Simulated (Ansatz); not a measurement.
## Ansatz (development build ahead of 0.2.0) run

```yaml
crystal:
  periodic: [false, false, false]
  atoms:
    - { symbol: Na, position_ang: [0.0, 0.0, -1.20496] }
    - { symbol: C, position_ang: [0.0, 0.0, 1.20496] }
basis:
  gaussian: { orbitals: def2-SVP }
magnetization:
  initial_magnetization: 3
hamiltonian:
  xc: hf
correlation:
  method: ccsd_t
  frozen_orbitals: { C: 1, Na: 1 }
scf:
  omitted_lower_state_checks: [starts, atomic_configurations, cluster_reference, orbital_swaps, given_window_search, neighbouring_geometries, increment]
```

The input is written out in the form of the current development build from the run's settings. Correlation on restricted open-shell orbitals is semicanonical, with singles.

Results

```json
{
  "Converged": "yes",
  "Reference energy": "-199.48367 hartree",
  "Correlation energy": "-0.08683 hartree",
  "Total energy": "-199.57050 hartree",
  "Stability test": "minimum among restricted orbitals"
}
```
